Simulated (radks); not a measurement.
# Al²⁺ in [Ne] 3s1: an all-electron calculation

One table from this session's results is given with a row withheld; the runs are named, their logs left out.

Program: radks (a radial shooting solver on a logarithmic mesh, Libxc functionals) version 1. Level of theory: non-relativistic Kohn-Sham, TPSS, spin-polarised, spherical densities, point nucleus; open shells are filled with parallel spins first. These are calculated values, not measurements, unless marked.

**Starting point**

- element: aluminium (Z = 13)
- charge: +2
- electrons: 11
- configuration: [Ne] 3s1

Outer shells as boxes (Hund's rule):

Al²⁺
```
[Ne] core
3s [↑ ]
```

The first run:

Input:

```text
Z 13
configuration [Ne] 3s1
relativity non-relativistic
functional tpss,tpss
spin polarised
nucleus point
```

The run is started by

```sh
$ python run_ks.py task.json out
```

The same process makes all the runs of this session.

One table of the session follows, with a row left open; its other results are not shown here.

It belongs to the step «Orbitals and density». Sizes of the orbitals, from the radial functions (bohr):

| level | <r> | outermost maximum (interpolated) | 90 % within | nodes |
| --- | --- | --- | --- | --- |
| 1s up | 0.1204 | 0.0787 | 0.215 | 0 |
| 1s down | 0.1204 | 0.0787 | 0.215 | 0 |
| 2s up | 0.6251 | 0.496 | 0.988 | 1 |
| 2s down | 0.6245 | 0.496 | 0.986 | 1 |
| 2p up | 0.6014 | 0.427 | 1.02 | 0 |
| 2p down | ? | ? | ? | ? |
| 3s up | 2.204 | 1.93 | 3.27 | 2 |

Estimate the missing values for 2p down.

The run gave: <r>: 0.6001; outermost maximum (interpolated): 0.427; 90 % within: 1.01; nodes: 0. In the column «<r>» it lies between 1s down (0.1204) and 2p up (0.6014).
